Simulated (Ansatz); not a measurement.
Reaction (substitution at a C–F bond): `F/C=C/F` + HCl → `F/C=C/Cl` + H–F

Calculated with Ansatz (gas phase, PBE0-D4/def2-TZVP geometries, no zero-point term in ΔE). CBS: MP2 limit from def2 TZ/QZ plus the TZ coupled-cluster correction, frozen cores. This one scheme is used for every species. Double bonds are as drawn, so ΔE can hold a change between cis and trans.

| species | CCSD(T)/CBS(def2) energy (Eh) |
| --- | --- |
| `F/C=C/F` | -276.83639 |
| HCl | -460.38127 |
| `F/C=C/Cl` | -636.83467 |
| H–F | -100.39570 |

Task: Work out ΔE.

Result: ΔE = (-636.83467) + (-100.39570) − (-276.83639) − (-460.38127) = -0.01271 Eh = -33.4 kJ/mol.

Task: What do rigid-rotor, harmonic-oscillator terms from PBE0-D4/def2-TZVP frequencies (298.15 K, 1 bar) make of the CCSD(T)/CBS value? (Estimate.)

Result: The calculation gave: ΔZPE = +3.2 kJ/mol, ΔH = -29.5 kJ/mol, ΔS = 4 J/(mol·K), ΔG = -30.7 kJ/mol.

Largest T1 diagnostic among the species: 0.012.

The D4 term adds −4.3 kJ/mol with B3LYP and −2.2 kJ/mol with PBE0; it sums over pairs of atoms, weighted by their polarisabilities, and B3LYP, whose exchange is more repulsive, gets the larger term. In def2-TZVPP, CCSD(T) changes the Hartree–Fock value by −16.7 kJ/mol (the triples alone add −2.8 kJ/mol) and MP2 by −28.5 kJ/mol. Leaving LDA and LC-ωPBE aside and taking each functional with its dispersion term where it has one, the values, not all of them listed here, spread over 13.5 kJ/mol, from PBE-QIDH to CAM-B3LYP-D4.

B3LYP here is the variant with VWN-RPA as its local correlation; programs differ in this.
